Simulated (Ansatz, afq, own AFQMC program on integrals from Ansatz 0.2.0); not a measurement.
AFQMC on a folder of integrals that Ansatz 0.2.0 wrote.

```yaml
crystal:
  periodic: [false, false, false]
  atoms:
    - {symbol: Si, position_ang: [0.000000, 0.000000, 1.249328]}
    - {symbol: Al, position_ang: [0.000000, 0.000000, -1.159384]}
    - {symbol: H, position_ang: [0.000000, 1.405470, -1.888034]}
    - {symbol: H, position_ang: [0.000000, -1.405470, -1.888034]}
basis:
  gaussian: {orbitals: cc-pVDZ}
total_charge: 1
magnetization: {spin_polarized: false, initial_magnetization: 2}
correlation: {method: ccsd_t, electrons: outside_noble_gas, hamiltonian_folder: ham}
```

```sh
$ ansatz run in.yaml --threads 1 --pin off --events-out ev --progress --plain --max-ram 1843MiB
```

Options of the walk:

```
--method phaseless --trial hf --walkers 120 --populations 1 --least-time 40 --time-step 0.005 --steps-per-block 20 --equilibration-blocks 112 --max-blocks 600 --target-error 0.00102 --factor-cut 1e-05 --start spin_pure --seed 696 --taylor-order 6
```

Times are imaginary, in 1/Eh. The walk had a cap of 932 s.

afq prints:

```
orbitals 36  electrons 5 3  factors 266 of 451
reference energy -531.65497319 Eh
CCSD correlation -0.14124856 Eh in 12 cycles, weight of the determinant in the CISD state 0.8812
energy of the start -531.654973 Eh
 block  time / (1/Eh)  mean weight  energy / Eh
     1     0.100  1.0004  -531.673781
     2     0.200  1.0010  -531.688981
     3     0.300  1.0004  -531.702070
     4     0.400  1.0001  -531.715425
     5     0.500  1.0015  -531.722322
     8     0.800  1.0008  -531.750611
    18     1.800  1.0014  -531.771491
    69     6.900  1.0002  -531.825265
   120    12.000  1.0018  -531.793255
   171    17.100  0.9993  -531.802077
   222    22.200  0.9983  -531.800281
   273    27.300  1.0006  -531.793137
   324    32.400  1.0006  -531.812546
   375    37.500  0.9992  -531.799975
   426    42.600  0.9998  -531.793813
   477    47.700  1.0000  -531.811267
   494    49.400  1.0005  -531.778253
   528    52.800  0.9998  -531.798222
   579    57.900  0.9997  -531.800502
   630    63.000  0.9998  -531.796979
   681    68.100  1.0000  -531.800077
   698    69.800  0.9982  -531.787762
blocks merged  error / Eh  count
     1  0.000388  590
     2  0.000511  295
     4  0.000674  147
     8  0.000872  73
    16  0.000997  36
    32  0.001006  18
    64  0.000888  9
energy -531.797455 +/- 0.001006 Eh
(rows thinned)
```

The run passed its tests (sampling time, drift between the halves within three errors, error under three times the target), which doesn't prove that it has relaxed.

Against this walk (error 27.4 meV) on the same determinant: CCSD(T) 60.2 meV lower, CCSDT(Q) 97.4 meV lower. The error is statistical and leaves out the bias of the constraint. CCSDT(Q) is the surest value here, so the walk's 97 meV above it is most likely the bias of the constraint with this trial, which can have either sign.

Cautions: constraint bias not in the error; lower spins were not checked.

The walk took 4 min on 1 thread of Arm Neoverse V1, with other jobs on the host. The log's last line is the phaseless energy.

CCSDT and higher add their correlation energy to the determinant of the CCSD(T) run, since their own runs factorise the integrals more tightly (a shift of under 2 meV). A walk keeps the symmetry of its determinant, which the program's search chose and which needn't be the lowest solution, so a lower state of the same spin and another symmetry isn't excluded.
